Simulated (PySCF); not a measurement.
Process, species as SMILES: N (NH3) + H+ → [NH4+]
B3LYP-D3(BJ)/def2-TZVP geometries, fixed; electronic energies without zero-point terms; positive where energy is released.
Largest species:
```xyz
5

N      0.0000     0.0000     0.0000
H      0.0143     0.9619    -0.3540
H      0.8334    -0.4977    -0.3293
H     -0.8403    -0.4774    -0.3416
H     -0.0074     0.0132     1.0249
```
Charge +1, spin multiplicity 1.

Basis-set convergence of the proton affinity at PBE with PySCF. All functions are spherical. Density fitting with generated auxiliary sets. No added dispersion term, no relativity. Functions are those of the species that has most. Reference: the value in def2-QZVPPD, 210.83 kcal/mol, itself unsure by roughly 0.52 kcal/mol (its mean distance from pcseg-3, def2-QZVPP, cc-pVQZ). Deviations are taken from unrounded values.

```
basis            functions  proton affinity (kcal/mol)  minus reference (kcal/mol)
---------------  ---------  --------------------------  --------------------------
6-31G**                 34                      218.79                        7.96
cc-pVDZ                 34                      217.03                        6.20
def2-SVP                34                      217.38                        6.55
pcseg-1                 34                      212.54                        1.71
6-311G**                42                      216.01                        5.18
6-311+G**               46                      211.65                        0.82
def2-SVPD               52                      210.43                       -0.39
def2-TZVP               55                      212.06                        1.23
aug-cc-pVDZ             59                      209.78                       -1.05
aug-pcseg-1             59                      208.63                       -2.20
6-311++G(2d,2p)         67                      210.96                        0.13
cc-pVTZ                 86                      213.54                        2.71
jun-cc-pV(T+d)Z         95                      210.77                       -0.06
aug-cc-pVTZ            138                      210.71                       -0.12
cc-pVQZ                175                      212.02                        1.20
def2-QZVPP             177                      211.16                        0.33
pcseg-3                192                      210.85                        0.02
def2-QZVPPD            195                      210.83                        0.00
```
